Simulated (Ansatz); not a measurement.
# Al2− (quartet): from Hartree-Fock to the top rungs, aug-cc-pVTZ

One table from this session's results is given with a row withheld; the runs are named, their logs left out.

Computed with Ansatz 0.2.0, Gaussian basis. Level: aug-cc-pVTZ, core rule «outside noble gas», up to 10 orbitals frozen.

The runs, in order: UHF; CCSD(T) on ROHF; CCSD(T) on UHF; BCCD(T) on ROHF; CCSDT(Q) on ROHF; CCSDT(Q) on UHF; CASSCF and MRCISD+Q, 7 electrons in 8 orbitals; CASSCF and NEVPT4(SD), 7 electrons in 8 orbitals; CASSCF and NEVPT2, 7 electrons in 8 orbitals.

5 further runs of the same task are left out: 5 set aside as unsound or not needed.

## The system

The geometry is a PBE0/def2-TZVPD stationary point (not a proven minimum) of the parent state, kept for this charge and spin.

2 atoms, charge -1, spin multiplicity 4.

Atoms are counted from 1 here; the program's logs count them from 0.

Bond lengths: Al1–Al2 2.538 Å.

As a file:

```csv
atom,x (Å),y (Å),z (Å)
Al1,0.00000,0.00000,0.00000
Al2,0.00000,0.00000,2.53800
```

The first run:

Contents of in.yaml:

```yaml
crystal:
  periodic: [false, false, false]
  atoms:
    - {symbol: Al, position_ang: [0.000000, 0.000000, 0.000000]}
    - {symbol: Al, position_ang: [0.000000, 0.000000, 2.538000]}
basis:
  gaussian: {orbitals: aug-cc-pVTZ}
total_charge: -1
magnetization: {spin_polarized: true, initial_magnetization: 3}
hamiltonian: {xc: hf}
output: {orbitals: {seedname: orbitals}}
```

The run is started by

```bash
ansatz run in.yaml --threads 1 --pin off --events-out ev --progress --plain --max-ram 2560MiB --backend cpu
```

Steps of the session up to this table: UHF; CCSD(T) on ROHF; CCSD(T) on UHF; BCCD(T) on ROHF; CCSDT(Q) on ROHF; CCSDT(Q) on UHF; CASSCF and MRCISD+Q, 7 electrons in 8 orbitals; CASSCF and NEVPT4(SD), 7 electrons in 8 orbitals; CASSCF and NEVPT2, 7 electrons in 8 orbitals.

One of the session's tables, all rows but one given; the rest of the session is left out.

```
            method  from UCCSDT(Q) (kcal/mol)
              ROHF                     +98.06
               UHF                     +96.72
              RMP2                     +21.97
              UMP2                     +22.85
             RCCSD                      +8.58
             UCCSD                      +8.48
          RCCSD(T)                      +1.78
          UCCSD(T)                      +1.79
           BCCD(T)                      +1.76
            RCCSDT                      +0.64
            UCCSDT                      +0.61
         RCCSDT(Q)                      +0.03
         UCCSDT(Q)                          0
    CASSCF valence                     +69.28
    NEVPT2 valence                     +16.74
NEVPT4(SD) valence                          ?
    MRCISD valence                      +6.89
  MRCISD+Q valence                      +0.34
```

Estimate the missing values for NEVPT4(SD) valence.

The run gave: from UCCSDT(Q) (kcal/mol): +2.04. In the column «from UCCSDT(Q) (kcal/mol)» it lies between UCCSD(T) (+1.79) and MRCISD valence (+6.89).

Among the levels timed on like hardware and quicker than the yardstick, those that no quicker one beats, quickest first: NEVPT2 valence (6.5 s, +16.74 kcal/mol); MRCISD+Q valence (7.5 s, +0.34 kcal/mol).

Caveats from the session: Of the multireference levels listed MRCISD+Q valence comes nearest in total energy (+0.34 kcal/mol), which doesn't show that its space is the better one. Restricted and unrestricted rows rest on different reference determinants; where their highest levels disagree by more than a few hundredths of an eV, they describe different states and don't form one ladder.
